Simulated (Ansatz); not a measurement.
Input file:

```yaml
crystal:
  periodic: [false, false, false]
  atoms:
    - {symbol: Sb, position_ang: [0.002061, -0.019514, -0.000122]}
    - {symbol: H, position_ang: [-0.162813, 1.194827, -1.198777]}
    - {symbol: H, position_ang: [-0.086192, 1.162422, 1.213522]}
basis:
  gaussian: {orbitals: def2-mTZVP}
total_charge: 1
magnetization: {spin_polarized: false}
correlation: {method: ccsdt_q_b, electrons: outside_noble_gas}
output: {forces: true}
```

```sh
$ ansatz run in.yaml --threads 1 --pin off --events-out ev --progress --plain --max-ram 2393MiB
```

Log:

```
845 factors; integrals over basis functions are off by at most 1.6e-7 eV
mean field evaluation 1: about -6532.9299 eV, gradient 7.6e0 eV
mean field evaluation 2: about -6532.9304 eV, gradient 7.6e0 eV
mean field evaluation 4: about -6533.1950 eV, gradient 5.1e-1 eV
mean field evaluation 8: about -6533.1964 eV, gradient 2.5e-4 eV
mean field evaluation 16: about -6533.1964 eV, gradient 9.8e-7 eV
mean field -6533.19640780 eV, -240.0905396270 hartree, gradient 9.8e-7 eV, S^2 0.000000; 0 other end points of the search recorded, 0 dependent functions left out; unrestricted orbitals would lower it
9 core orbitals not correlated: weight in the atoms' cores, before any rotation towards them, 0.999 or more for the frozen orbitals, at most 0.000 for the correlated occupied ones
reference -6533.19640780 eV, -240.0905396270 hartree; 3, 3 occupied and 30, 30 virtual orbitals, 845 factors
second order -1.93116196 eV of doubles, -0.00000000 eV of singles
cycle   1  -2.35719672 eV  change   -4.3e-1 eV  update   6.6e-2
cycle   2  -2.64864521 eV  change   -2.9e-1 eV  update   3.1e-2
cycle   3  -2.66334003 eV  change   -1.5e-2 eV  update   7.8e-3
cycle   4  -2.66559254 eV  change   -2.3e-3 eV  update   3.3e-3
cycle   5  -2.66518486 eV  change    4.1e-4 eV  update   1.2e-3
cycle   6  -2.66470184 eV  change    4.8e-4 eV  update   5.3e-4
cycle   7  -2.66500820 eV  change   -3.1e-4 eV  update   2.6e-4
cycle   8  -2.66502017 eV  change   -1.2e-5 eV  update   8.1e-5
cycle   9  -2.66495551 eV  change    6.5e-5 eV  update   2.3e-5
cycle  10  -2.66496825 eV  change   -1.3e-5 eV  update   6.8e-6
cycle  11  -2.66496927 eV  change   -1.0e-6 eV  update   2.4e-6
cycle  12  -2.66496940 eV  change   -1.3e-7 eV  update   8.2e-7
cycle  13  -2.66496882 eV  change    5.8e-7 eV  update   2.7e-7
perturbative correction -0.00180176 eV, -0.0000662134 hartree
the calculation of the forces begins
Total energy: -6535.86317838 eV, -240.1885416382 hartree
Atom 0 at     0.002061    -0.019514    -0.000122 Å, force     0.053214    -0.558176    -0.192927 eV/Å
Atom 1 at    -0.162813     1.194827    -1.198777 Å, force    -0.026018     0.188961    -0.198454 eV/Å
Atom 2 at    -0.086192     1.162422     1.213522 Å, force    -0.027197     0.369215     0.391381 eV/Å
Dipole moment:    -0.010489     0.100091     0.003406 e Å
```

Forces (eV/Å):
```
Sb   0.053 -0.558 -0.193
H   -0.026  0.189 -0.198
H   -0.027  0.369  0.391
```

Ran on 1 thread of Intel Xeon 6975P-C, shared host: 6.5 s wall, 0.32 GiB peak host memory.
